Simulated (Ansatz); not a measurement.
Molecule: C4H5N2, charge 1, multiplicity 1. It need not be the lowest isomer of its formula. 
Geometry from a B3LYP-D3(BJ)/def2-TZVP (Ansatz, a quantum-chemistry and plane-wave program) optimisation:
SMILES: c1ncc[nH+]c1
```xyz
11

C      1.2002    -0.6485    -0.0615
C      1.1210     0.7303     0.0624
N     -0.1017     1.2793     0.1150
C     -1.2224     0.5448     0.0522
C     -1.0827    -0.8292    -0.0713
N      0.1122    -1.4108    -0.1268
H      2.1644    -1.1384    -0.1081
H      1.9750     1.3892     0.1191
H     -0.1820     2.2884     0.2057
H     -2.1699     1.0612     0.1012
H     -1.9574    -1.4647    -0.1259
```
Charge +1, spin multiplicity 1.

Total electronic energies in hartree. Valence correlation only, unless marked. No spin-orbit coupling. Non-relativistic. CBS(X,Y): correlation extrapolated as X^-3; Hartree-Fock from the larger set.

The Hartree-Fock reference is unstable (checked in the largest basis), which strains HF and MP2. 

```tsv
level	program	energy (Eh)
HF/STO-3G	Ansatz	-259.79420
HF/cc-pVTZ	Ansatz	-263.12209
HF/cc-pwCVTZ	Ansatz	-263.12391
HF/cc-pVQZ	Ansatz	-263.13889
PBE/def2-TZVPD	Ansatz	-264.43905
PBE-D3(BJ)/def2-TZVPD	Ansatz + dftd3	-264.44870
PBE0/STO-3G	Ansatz	-261.09242
PBE0-D4/def2-TZVP	Ansatz + dftd4	-264.45758
PBE0/def2-QZVPP	Ansatz	-264.46632
BHLYP-D3(BJ)/def2-TZVPD	Ansatz + dftd3	?
r2SCANh-D4/def2-TZVPD	Ansatz + dftd4	-264.59840
HSE06/def2-TZVPD	Ansatz	-264.43762
CAM-B3LYP-D3(BJ)/def2-TZVPD	Ansatz + dftd3	-264.63167
LC-wPBE-D3(BJ)/def2-TZVPD	Ansatz + dftd3	-264.57563
B2GP-PLYP-D3(BJ)/def2-TZVPD	Ansatz + dftd3	-264.49158
B2PLYP/def2-TZVPD	Ansatz	-264.54128
RI-MP2/cc-pVQZ	Ansatz	-264.21361
SCS-MP2/cc-pVTZ	Ansatz	-264.11154
SCS-MP2/cc-pwCVTZ	Ansatz	-264.12904
CCSD/6-31G*	Ansatz	-263.87529
CCSD/cc-pVDZ	Ansatz	-263.91539
CCSD/cc-pVQZ	Ansatz	-264.21804
CCSD(T)/CBS(cc-pVTZ,cc-pVQZ)	Ansatz	-264.3190
```

Question: Complete the blanks.

Answer: 
- BHLYP-D3(BJ)/def2-TZVPD, energy (Eh): -264.61480
